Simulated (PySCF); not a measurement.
```xyz
4
charge 0 multiplicity 1, angstrom
B     0.0000    0.0000    0.0000
H     1.1994    0.0000    0.0000
H    -0.5997    1.0388    0.0000
H    -0.5997   -1.0388    0.0000
```

Computed with PBE/[B def2-TZVP, H def2-TZVP], no relativity, density fitting, PySCF.

This geometry of BH3 is a stationary point at this level.

**Question.** What is the point group?

**Answer.** D3h.

**Question.** Is it a minimum?

**Answer.** Yes: all harmonic wavenumbers are real.

**Question.** Which band is strongest in the infrared?

**Answer.** 2639 cm⁻¹ (e'), 226 km/mol.

**Question.** What are the dipole moment and the gap between the highest occupied and lowest empty levels?

**Answer.** 0.00 D and 5.40 eV.

**Question.** What is the atomisation energy, with and without zero-point energy?

**Answer.** 1164 kJ/mol without, 1097 kJ/mol with.
